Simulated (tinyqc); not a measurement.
Worked calculation: geometry optimisation on the UHF/sto-6g surface (energies and gradients from PySCF), for H2O, spin multiplicity 3. Computed by tinyqc, a small Python program that keeps every step (integrals from PySCF). Settings: charge = 0, multiplicity = 3, basis = sto-6g, optimiser = bfgs, first Hessian = 0.6, largest step = 0.1, iteration cap = 30. Command: `OMP_NUM_THREADS=1 python tinyqc.py 20695 20696 out.jsonl` (the two numbers bound the seeds that draw the settings). One thread of a shared host (Intel(R) Xeon(R) Processor @ 2.60GHz), about 6 s of CPU time with the checks.

positions at the start (bohr):
```
,x,y,z
1O,-0.064251,0.017008,-0.049133
2H,0.056692,1.555245,1.226432
3H,0.047243,-1.602488,1.118718
```

Stop when the largest gradient component is below 3e-5 hartree/bohr. The inverse Hessian follows the BFGS update with s = step, y = change of gradient.

Course of the optimisation:
```
step,E (hartree),largest gradient (hartree/bohr)
1,-75.38680920,1.45e-01
2,-75.40882416,1.16e-01
3,-75.43324753,2.01e-01
4,-75.46147655,1.81e-01
5,-75.48484069,1.38e-01
6,-75.50230420,9.72e-02
7,-75.51488645,6.57e-02
8,-75.52393448,4.52e-02
9,-75.53051860,3.32e-02
10,-75.53534638,2.49e-02
11,-75.53890376,1.88e-02
12,-75.54153906,1.43e-02
13,-75.54350307,1.10e-02
14,-75.54497578,8.46e-03
15,-75.54608648,6.56e-03
16,-75.54692849,5.10e-03
17,-75.54756966,3.98e-03
18,-75.54805977,3.11e-03
19,-75.54843565,2.43e-03
20,-75.54872476,2.03e-03
21,-75.54894773,1.92e-03
22,-75.54912013,1.82e-03
23,-75.54925376,1.73e-03
24,-75.54935760,1.64e-03
25,-75.54943847,1.55e-03
26,-75.54950160,1.46e-03
27,-75.54955100,1.37e-03
28,-75.54958973,1.28e-03
29,-75.54962015,1.20e-03
30,-75.54964409,1.11e-03
```

Can the last value be used, and what does the course show?

Not by the stop rule. Not converged within 30 steps: the energy falls at every step, but slowly. Reruns: method bfgs, first Hessian 0.6, largest step 0.3: not converged.
